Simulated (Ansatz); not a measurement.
Molecule: C2H5O (charge 0, doublet). SMILES: OC[CH2]
Structure (B3LYP-D3(BJ)/def2-TZVP (Ansatz, a first-principles code) minimum search):
```xyz
8

C      1.1500    -0.5481     0.0778
C      0.1001     0.4855     0.1538
O     -1.1512    -0.0848    -0.2195
H     -1.8025     0.6203    -0.2893
H      0.0546     0.9063     1.1703
H      0.3469     1.3296    -0.5164
H      2.1102    -0.3827     0.5442
H      0.9997    -1.4196    -0.5423
```
Charge 0, spin multiplicity 2.

Property: enthalpy of formation at 298 K, in kcal/mol. Conventions: spin-orbit terms left out; 6-311+G** with 5d; non-relativistic; dispersion terms only where a functional's name holds one; UHF or UKS for open shells; LANL2DZ all-electron up to Ne; valence correlation only; six Cartesian d functions in 6-31G* and its kin unless marked 5d. CBS marks a two-point X^-3 extrapolation of the correlation energy; Hartree-Fock from the larger set. [CCSD(T)-MP2]/basis is that difference in the basis named. First-principles rows: single points at B3LYP-D3(BJ) geometries (Ansatz), with unscaled harmonic terms from B3LYP/6-31G* at its own minima, enthalpies of formation by atomisation with measured atoms.

Coupled cluster (Ansatz) is a level with limits of its own, used here on species with T1 under 0.025 (0.045 for open shells) and stable references: RI-MP2/CBS(cc-pVTZ,cc-pVQZ)+[CCSD(T)-MP2]/cc-pVTZ.

Value to compare with, RI-MP2/CBS(cc-pVTZ,cc-pVQZ)+[CCSD(T)-MP2]/cc-pVTZ (Ansatz): -5.4 kcal/mol.

```csv
level,program,enthalpy of formation at 298 K (kcal/mol),difference
B3LYP/STO-3G,Ansatz,-93.4,-88.0
B3LYP/3-21G,Ansatz,22.4,27.8
B3LYP/LANL2DZ,Ansatz,27.1,32.5
B3LYP/6-31G,Ansatz,24.7,30.1
B3LYP/6-31G*,Ansatz,1.8,7.2
B3LYP/6-31+G*,Ansatz,4.0,9.4
B3LYP/6-31G**,Ansatz,-5.5,-0.1
B3LYP/def2-SVP,Ansatz,-4.7,0.7
B3LYP/cc-pVDZ,Ansatz,9.5,14.9
B3LYP/6-311+G**,Ansatz,0.7,6.1
B3LYP/def2-TZVPD,Ansatz,-2.8,2.6
```

Among the 10 habitual levels, B3LYP/STO-3G lies farthest from RI-MP2/CBS(cc-pVTZ,cc-pVQZ)+[CCSD(T)-MP2]/cc-pVTZ (Ansatz) (-88.0 kcal/mol); 8 of 10 lie above it, and their mean absolute difference is 21.7 kcal/mol, the median 12.2. One case shows no general order.

The sets are all those run for this method; runs whose electronic state is in doubt are left out.
